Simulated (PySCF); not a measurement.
# Functional benchmark on one molecule

Molecule: Vinyl ether, C₄H₆O.

Geometry:
```tsv
atom	x (Å)	y (Å)	z (Å)
C1	-2.256	0.692	0.055
C2	-1.181	-0.089	0.138
O3	0.074	0.388	-0.028
C4	1.112	-0.476	0.014
C5	2.373	-0.083	-0.154
H6	-2.163	1.759	-0.154
H7	-3.247	0.261	0.199
H8	-1.247	-1.164	0.346
H9	0.839	-1.523	0.200
H10	2.617	0.965	-0.339
H11	3.177	-0.817	-0.105
```

Geometry PBE0-D3(BJ)/def2-SVP throughout; GIAO in PySCF 2.14.0 with density-fitted response routines, gas phase, one conformer, non-relativistic; equivalent atoms averaged; basis pcSseg-2.

Reference values (measured; solution, not stated per compound (mostly CDCl3 or CCl4); Pretsch, Buehlmann, Badertscher, Structure Determination of Organic Compounds, 4th ed. (2009)): δ(H8/H9) = 6.49 ppm. Computed shifts are taken against TMS, calculated as an isolated molecule at each level.

Question: How do the functionals HF, LDA, PBE, BLYP, BP86, OPBE, KT2, KT3, B97-D, B3LYP, PBE0, mPW1PW91, WP04, B97-2, BHandHLYP, CAM-B3LYP, wB97X-D, LC-wPBE perform against the reference? Times are CPU seconds on 1 thread of an Arm Neoverse V2, shared host; the GGAs took longer than the global hybrids here, which isn't the general rule, and the cause wasn't traced.

Answer: 
| functional | kind | H8/H9 | abs. error H | core-s |
| --- | --- | --- | --- | --- |
| HF | Hartree–Fock | 6.36 | 0.13 | 11 |
| LDA | LDA | 6.67 | 0.18 | 24 |
| PBE | GGA | 6.61 | 0.12 | 28 |
| BLYP | GGA | 6.58 | 0.09 | 29 |
| BP86 | GGA | 6.59 | 0.10 | 29 |
| OPBE | GGA | 6.60 | 0.11 | 28 |
| KT2 | GGA | 6.52 | 0.03 | 31 |
| KT3 | GGA | 6.49 | 0.00 | 29 |
| B97-D | GGA | 6.56 | 0.07 | 29 |
| B3LYP | global hybrid | 6.52 | 0.03 | 20 |
| PBE0 | global hybrid | 6.54 | 0.05 | 19 |
| mPW1PW91 | global hybrid | 6.52 | 0.03 | 21 |
| WP04 | global hybrid | 6.25 | 0.24 | 20 |
| B97-2 | global hybrid | 6.51 | 0.02 | 20 |
| BHandHLYP | global hybrid | 6.45 | 0.04 | 20 |
| CAM-B3LYP | range-separated hybrid | 6.54 | 0.05 | 27 |
| wB97X-D | range-separated hybrid | 6.51 | 0.02 | 26 |
| LC-wPBE | range-separated hybrid | 6.55 | 0.06 | 34 |

For 1H the closest is KT3 (0.00 ppm, with B97-2, wB97X-D, KT2, B3LYP, mPW1PW91 practically level) and the furthest WP04 (0.24 ppm). One molecule is a small sample, and vibrational and solvent effects are absent from the calculation.
